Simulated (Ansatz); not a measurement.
Compounds of Si with 4 ligands, in which F is traded for OCH3. Quantity: electronic atomisation energy to ground-state atoms, in kcal/mol. Each molecule is optimised on its own at B3LYP-D3(BJ)/def2-TZVP (Ansatz, a first-principles code), one conformer each, not searched for the lowest. Valence correlation only, unless marked. Open shells are spin-unrestricted. No spin-orbit coupling. Non-relativistic. CBS(X,Y): correlation extrapolated as X^-3; Hartree-Fock from the larger set. [CCSD(T)-MP2]/basis is that difference in the basis named. The first level has limits of its own: it lacks core correlation, which all-electron functionals hold.

```
n(OCH3)  species (SMILES)  RI-MP2/CBS(cc-pV(T+d)Z,cc-pV(Q+d)Z)+[CCSD(T)-MP2]/cc-pV(T+d)Z (Ansatz)  PBE/def2-TZVPD (Ansatz)  PBE0-D4/def2-TZVPD (Ansatz + dftd4)
-------  ----------------  ----------------------------------------------------------------------  -----------------------  -----------------------------------
0            F[Si](F)(F)F                                                                   574.9                    569.1                                554.5
1           CO[Si](F)(F)F                                                                   939.6                    939.1                                921.4
2          CO[Si](F)(F)OC                                                                       ?                        ?                                    ?
3         CO[Si](F)(OC)OC                                                                  1666.2                   1675.5                               1652.2
```

Question: Fit a straight line through the known rows at each level by least squares, predict the withheld row (n(OCH3) = 2), and compare with the run.

Answer: 
- The known rows have mean n(OCH3) = 1.33333 and Σ(n(OCH3) - mean)² = 4.6667.
- RI-MP2/CBS(cc-pV(T+d)Z,cc-pV(Q+d)Z)+[CCSD(T)-MP2]/cc-pV(T+d)Z: mean 1060.233, Σ(n(OCH3) - mean)(y - mean) = 1697.267, slope 363.697 kcal/mol a step; the line gives 1060.233 + (363.697)×(2 - 1.33333) = 1302.7; the run gives 1302.8, +0.1 from the line, whose largest residual on the known rows is 0.6.
- PBE/def2-TZVPD: mean 1061.233, Σ(n(OCH3) - mean)(y - mean) = 1720.667, slope 368.712 kcal/mol a step; the line gives 1061.233 + (368.712)×(2 - 1.33333) = 1307.0; the run gives 1307.3, +0.3 from the line, whose largest residual on the known rows is 0.8.
- PBE0-D4/def2-TZVPD: mean 1042.700, Σ(n(OCH3) - mean)(y - mean) = 1707.200, slope 365.826 kcal/mol a step; the line gives 1042.700 + (365.826)×(2 - 1.33333) = 1286.6; the run gives 1286.9, +0.3 from the line, whose largest residual on the known rows is 0.6.
- PBE minus the first level along the series: -5.8, -0.5, +4.5, +9.3 kcal/mol.
